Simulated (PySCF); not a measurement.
Species: C₄H₇N.
SMILES with atom numbers: `[CH2:1]=[CH:2][CH2:3][N:4]=[CH2:5]` (hydrogens: H6, H7 on C1; H8 on C2; H9, H10 on C3; H11, H12 on C5)

Vertical excitations from PySCF (density fitting, frozen core in the response, grid level 2 and gas phase unless stated; continuum runs use non-equilibrium linear response for the excitations) on a GFN2-xTB geometry. Reference run:

```
                              settings    S1, eV (f)    S2, eV (f)    S3, eV (f)    S4, eV (f)    S5, eV (f)    S6, eV (f)  T1, eV (Tamm–Dancoff)  mean α (au)
PBE0/def2-SVPD, full TDDFT, 6 singlets  4.93 (0.001)  6.22 (0.020)  6.51 (0.001)  7.23 (0.030)  7.49 (0.054)  7.54 (0.070)                   4.08         58.1
```

Question: What do these settings give: (1) PBE0/def2-TZVP, TDA, 25 singlets; (2) KT2/IGLO-II, grid level 3, full TDDFT, 6 singlets; (3) mPW1PW91/pcseg-1, fitting basis def2-qzvpp-jkfit, full TDDFT, 6 singlets?

Answer: 
```tsv
settings	S1, eV (f)	S2, eV (f)	S3, eV (f)	S4, eV (f)	S5, eV (f)	S6, eV (f)	T1, eV (Tamm–Dancoff)	mean α (au)
PBE0/def2-TZVP, TDA, 25 singlets	5.01 (0.002)	6.25 (0.020)	6.53 (0.002)	7.55 (0.059)	7.90 (0.055)	8.03 (0.490)	4.11	56.4
KT2/IGLO-II, grid level 3, full TDDFT, 6 singlets	4.84 (0.001)	5.24 (0.009)	5.53 (0.002)	6.81 (0.038)	7.10 (0.038)	7.22 (0.064)	4.12	55.5
mPW1PW91/pcseg-1, fitting basis def2-qzvpp-jkfit, full TDDFT, 6 singlets	5.03 (0.002)	6.37 (0.024)	6.58 (0.002)	7.61 (0.092)	7.85 (0.376)	8.02 (0.160)	4.15	50.2
```

(1) S1 moves by +0.08 eV; basis and response scheme change together, so the shift can't be laid on one. (2) S1 moves by -0.09 eV; functional and basis change together, so the shift can't be laid on one. (3) S1 moves by +0.10 eV; functional and basis change together, so the shift can't be laid on one. States are counted by energy in each run and needn't keep their character from row to row.

KT2 was designed for NMR shieldings or shifts; total energies of different functionals aren't comparable.

Question: Which orbital pairs make up S1 in each run, and how does it sit against the orbital gap?

Answer: 
```tsv
settings	S1 configurations (weight)	S1 (eV)	orbital gap (eV)	S1 − gap (eV)
PBE0/def2-SVPD, full TDDFT, 6 singlets	H→L 0.94	4.93	6.92	-1.99
PBE0/def2-TZVP, TDA, 25 singlets	H→L 0.94	5.01	6.95	-1.94
KT2/IGLO-II, grid level 3, full TDDFT, 6 singlets	H→L 0.97	4.84	4.62	+0.22
mPW1PW91/pcseg-1, fitting basis def2-qzvpp-jkfit, full TDDFT, 6 singlets	H→L 0.94	5.03	7.05	-2.02
```

Conformer computed: `[CH2:1]=[CH:2][CH2:3][N:4]=[CH2:5]`: C1–C2–C3–N4 131°, C2–C3–N4–C5 -122°.

One conformer stands for the species.
